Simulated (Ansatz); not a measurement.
Input file:

```yaml
crystal:
  periodic: [false, false, false]
  atoms:
    - {symbol: P, position_ang: [-0.000005, -0.413861, 2.039497]}
    - {symbol: Ga, position_ang: [0.000011, -0.305440, -1.045599]}
    - {symbol: S, position_ang: [-0.000002, -0.294075, -3.064648]}
    - {symbol: H, position_ang: [-0.000004, 1.013376, 2.070750]}
basis:
  gaussian: {orbitals: cc-pVDZ}
magnetization: {spin_polarized: true, initial_magnetization: 1}
hamiltonian: {xc: hf}
scf: {lower_state_search: full}
output: {orbitals: {seedname: orbitals}}
```

```sh
$ ansatz run in.yaml --threads 1 --pin off --events-out ev --progress --plain --max-ram 2393MiB
```

The program prints:

```
754 factors; integrals over basis functions are off by at most 9.7e-4 eV
mean field evaluation 1: about -72435.4777 eV, gradient 1.6e1 eV
mean field evaluation 2: about -72435.4933 eV, gradient 1.6e1 eV
mean field evaluation 4: about -72437.7657 eV, gradient 1.9e0 eV
mean field evaluation 8: about -72437.8321 eV, gradient 5.2e-1 eV
mean field evaluation 16: about -72438.2095 eV, gradient 2.7e-5 eV
mean field evaluation 32: about -72435.4186 eV, gradient 1.2e1 eV
mean field evaluation 64: about -72431.6881 eV, gradient 6.6e0 eV
mean field evaluation 96: about -72436.2315 eV, gradient 3.9e0 eV
mean field evaluation 128: about -72436.4516 eV, gradient 2.2e0 eV
mean field evaluation 160: about -72436.6455 eV, gradient 9.4e-1 eV
mean field evaluation 192: about -72428.3399 eV, gradient 1.9e1 eV
mean field evaluation 224: about -72436.5751 eV, gradient 9.3e-2 eV
mean field evaluation 256: about -72437.9972 eV, gradient 2.4e0 eV
mean field evaluation 288: about -72388.1341 eV, gradient 5.0e1 eV
mean field evaluation 320: about -72437.8853 eV, gradient 1.4e-2 eV
mean field -72438.20947184 eV, -2662.0550977082 hartree, gradient 3.8e-5 eV, S^2 1.354354; 13 other end points of the search recorded, 0 dependent functions left out
reference -72438.20947184 eV, -2662.0550977082 hartree; 32, 31 occupied and 36, 37 virtual orbitals, 754 factors
Total energy: -72438.20947184 eV, -2662.0550977082 hartree
```

Ran on 1 thread of Arm Neoverse V1, shared host: 18 s wall, 0.23 GiB peak host memory.
